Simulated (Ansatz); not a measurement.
Ansatz (an electronic-structure program) input:

Ansatz 0.2 input:
```yaml
crystal:
  periodic: [false, false, false]
  atoms:
    - {symbol: N, position_ang: [0.00073453, -0.00649234, 0.32080948]}
    - {symbol: O, position_ang: [0.02743334, 1.09989995, -0.11821611]}
    - {symbol: O, position_ang: [-0.02807606, -1.09421916, -0.16249219]}
basis:
  gaussian:
    orbitals: aug-cc-pVDZ
magnetization: {spin_polarized: true, initial_magnetization: 1}
correlation: {method: ccsd_t, electrons: outside_noble_gas}
output: {forces: true}
```

Predict the final energy.

-204.65162 Eh (CCSD(T)/aug-cc-pVDZ). The basis has 69 functions.

It need not be the lowest isomer of its formula.
